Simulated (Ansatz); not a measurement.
Two shapes of singlet C4H6.

Shape 1:

```xyz
10

C     0.0000    0.0000    0.0000
C     0.0000    0.0000    1.4600
C     0.0000    0.0000    2.6700
C     0.0000    0.0000    4.1300
H     0.0000   -1.0275   -0.3639
H    -0.8898    0.5137   -0.3639
H     0.8898    0.5137   -0.3639
H     0.0000   -1.0275    4.4939
H     0.8898    0.5137    4.4939
H    -0.8898    0.5137    4.4939
```

Shape 2:

```xyz
10

C    -0.0230   -0.0192   -2.0211
C    -0.0317   -0.0374   -0.6158
C     0.0389   -0.0067    0.6368
C    -0.0266    0.0378    2.0420
H    -0.0194   -0.9936   -2.4288
H    -0.8513    0.5025   -2.4300
H     0.8667    0.5322   -2.5018
H    -0.0128   -0.9928    2.4959
H     0.8546    0.4769    2.4613
H    -0.8962    0.5553    2.4871
```

Basis set: 6-31G* (spherical functions). Correlated methods keep 4 orbitals frozen. Charge 0, multiplicity 1.

Computed with Ansatz (development build ahead of 0.2.0); each method stands on the lowest determinant of its kind that the runs found.

(1) Which shape is lower in energy, and by how much in each method?

Results:

(1)

| method | E(2) − E(1) (eV) |
| --- | --- |
| RHF | 0.567 |
| RHF-MP2 | 0.334 |

Shape 1 is lower.
